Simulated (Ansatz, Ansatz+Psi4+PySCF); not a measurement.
```yaml
atoms:
  - { symbol: Mg, position_ang: [0.0000, 0.0000, -0.6431] }
  - { symbol: O, position_ang: [0.0000, 0.0000, 0.9647] }
```

Basis set: cc-pVTZ (spherical functions). Correlated methods keep 2 orbitals frozen. Charge 0, multiplicity 1.

Computed with Ansatz (development build ahead of 0.2.0); each method stands on the lowest determinant of its kind that the runs found. Restricted open shells among the atoms or ions are ROHF, correlated in semicanonical orbitals with singles.

The atomization energy at this shape (free ground-state atoms in the same class of orbitals less the molecule, no zero-point energy) of singlet MgO:

```tsv
method	atomization energy
RHF	-1.40 eV
```

Task: What does RHF-MP2 give?

Result: 2.70 eV. Caution: in another basis set an unrestricted determinant lies well below; the shape is not the minimum. Caution for RHF: the molecule lies well above its atoms at this level.
